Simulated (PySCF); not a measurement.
Unknown compound

An unknown has the formula C₆H₆. Its calculated NMR data are:

$^{1}$H NMR (400 MHz, computed): δ 7.54 (s, 6H).

$^{13}$C{$^{1}$H} NMR (computed): δ 136.1 (CH, 6C).

Method: HF/pcSseg-1 with gauge-including orbitals, coordinates at the PBE0-D3(BJ)/def2-SVP level, in PySCF (one conformer, non-relativistic, isolated molecule, one averaged value for each set of equivalent atoms).

Shifts are taken against calculated references (same method and geometry level): $^{1}$H, $^{13}$C against TMS.

Task: What is the structure?

Result: 
- The formula gives 4 degrees of unsaturation (1 ring in the answer).
- 1 carbon signal for 6 carbons: some carbons are equivalent by symmetry or fast rotation.
- Carbon types of the structure: 6 × CH, which accounts for all hydrogens.
- δC 136.1: aromatic CH; the aromatic region.
- δH 7.54: hydrogen on an aromatic CH; it sits in the deshielding region of the aromatic ring current.

The compound is SMILES c1ccccc1.

The shifts were computed for this structure.

Shifts are as computed, not scaled to solution data. Of 246 compounds with measured shifts, 49 miss one by over three times the rms of a fit or turn the order of signals round; such compounds aren't used in these exercises.
